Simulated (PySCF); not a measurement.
# LiN: energy against distance

Set-up: Li 6-31G(d,p), N 6-31G(d,p); no relativity (PySCF 2.14). Energies in eV from Li + N in their ground configurations at the same level. State: ³Σ⁻ (triplet), unpaired electrons π ↑↑.

All columns are PBE0. A positive dipole means Li(−)N(+).

```tsv
R (Å)	E (eV)	μ (D)	Mulliken charge on Li (basis-dependent)	HOMO (eV)	LUMO (eV)	Mayer bond order	⟨S²⟩
1.627	-1.073	-6.07	0.50	-4.29	-1.27	0.91	2.00
1.703	-1.295	-6.16	0.50	-4.26	-1.29	0.90	2.01
1.778	-1.418	-6.23	0.49	-4.23	-1.32	0.90	2.01
1.835	-1.461	-6.27	0.48	-4.20	-1.32	0.91	2.01
1.892	-1.472	-6.29	0.47	-4.17	-1.35	0.91	2.02
1.949	-1.460	-6.30	0.46	-4.14	-1.40	0.92	2.02
2.024	-1.415	-6.25	0.44	-4.09	-1.49	0.92	2.04
2.119	-1.329	-6.09	0.41	-4.05	-1.60	0.91	2.07
2.233	-1.205	-5.74	0.38	-4.04	-1.72	0.89	2.13
2.384	-1.029	-5.17	0.33	-4.04	-1.83	0.83	2.24
```

A fit through these points gives, at Re = 1.888 Å, μ = -6.29 D and dμ/dR = -0.311 D/Å; the reduced mass is 4.674 u.

Question: How strong is the fundamental in the double-harmonic approximation, I = 42.26·(dμ/dR)²/μred km/mol?

Answer: I = 42.26·(-0.311)²/4.674 = 0.875 km/mol at PBE0.

⟨S²⟩ of the unrestricted solution departs from its pure value on part of the curve, where spin states mix. The state was picked by a PBE0 search and need not be the measured ground state.
